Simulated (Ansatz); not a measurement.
A nudged elastic band was laid between two geometries of C$_{4}$H$_{5}$N (10 atoms, charge 0, multiplicity 1).

Computed with Ansatz 0.2.0, RKS BLYP/def2-SVP.

```json
{"movable images": "7", "climbing image": "yes", "spring": "5.0 eV/Å²", "optimiser": "quadratic models (default)", "start path": "through a guess of the saddle point", "force threshold": "0.05 eV/Å", "iteration limit": "60", "end points": "relaxed"}
```

Initial state:

```xyz
10
Properties=species:S:1:pos:R:3
C -1.326 -0.117 -0.996
C -0.371 -0.853 -0.390
N 0.943 -0.415 -0.042
C 1.179 0.117 1.359
C 1.090 1.025 0.439
H -2.262 -0.580 -1.342
H -1.194 0.960 -1.186
H -0.516 -1.934 -0.210
H 1.371 -0.283 2.357
H 1.170 2.028 0.016
```

Final state:

```xyz
10
Properties=species:S:1:pos:R:3
C -1.417 -0.172 -0.585
C -0.152 -0.629 -0.673
N 0.950 -0.170 0.091
C 0.856 0.775 1.189
C 1.326 1.649 0.309
H -2.195 -0.599 -1.231
H -1.695 0.643 0.097
H 0.128 -1.422 -1.385
H 0.470 0.586 2.200
H 1.813 -0.712 -0.008
```

(1) Which bonds break or form, and what moves?

(2) Give the energies along the band, and the barrier.

(3) What is the geometry of the highest image?

Answers

(1) Bonds broken: C5–H10. Bonds formed: N3–H10.

(2) It converged. The highest image is number 5 of 0 to 8, 30.4 kcal/mol above the first end and 24.6 kcal/mol above the last; the last end lies 5.7 kcal/mol above the first. The profile has 2 maxima (images 2, 5) with wells between them (image 3): this band takes more than one step, which may be the mechanism or a detour left from its start path. A vibrational analysis at the climbing image gives one clearly imaginary mode, 1401i cm⁻¹: a first-order saddle point. The orbitals stay closed-shell, which can raise the energy where a bond breaks towards radicals; this wasn't checked here.

```json
{"image": "0", "path coordinate (Å)": "0.00", "energy (kcal/mol)": "0.0", "C5–H10 (Å)": "1.09", "N3–H10 (Å)": "2.45"}
{"image": "1", "path coordinate (Å)": "0.90", "energy (kcal/mol)": "0.7", "C5–H10 (Å)": "1.09", "N3–H10 (Å)": "2.44"}
{"image": "2", "path coordinate (Å)": "1.80", "energy (kcal/mol)": "1.8", "C5–H10 (Å)": "1.09", "N3–H10 (Å)": "2.45"}
{"image": "3", "path coordinate (Å)": "2.70", "energy (kcal/mol)": "1.5", "C5–H10 (Å)": "1.09", "N3–H10 (Å)": "2.45"}
{"image": "4", "path coordinate (Å)": "3.60", "energy (kcal/mol)": "7.7", "C5–H10 (Å)": "1.09", "N3–H10 (Å)": "2.27"}
{"image": "5", "path coordinate (Å)": "4.50", "energy (kcal/mol)": "30.4", "C5–H10 (Å)": "1.34", "N3–H10 (Å)": "1.34"}
{"image": "6", "path coordinate (Å)": "4.97", "energy (kcal/mol)": "15.3", "C5–H10 (Å)": "1.89", "N3–H10 (Å)": "1.06"}
{"image": "7", "path coordinate (Å)": "5.44", "energy (kcal/mol)": "8.1", "C5–H10 (Å)": "2.33", "N3–H10 (Å)": "1.02"}
{"image": "8", "path coordinate (Å)": "5.91", "energy (kcal/mol)": "5.7", "C5–H10 (Å)": "2.43", "N3–H10 (Å)": "1.02"}
```

(3) 
```xyz
10
Properties=species:S:1:pos:R:3
C -1.414 -0.189 -0.504
C -0.176 -0.713 -0.657
N 0.954 -0.493 0.182
C 0.838 0.553 1.189
C 1.606 1.328 0.424
H -2.244 -0.526 -1.142
H -1.631 0.586 0.246
H 0.036 -1.446 -1.454
H 0.239 0.550 2.103
H 1.876 0.299 -0.384
```

Run time: 110 s on 2 threads of Intel(R) Xeon(R) 6975P-C (Granite Rapids) (shared host), peak memory 0.19 GiB.
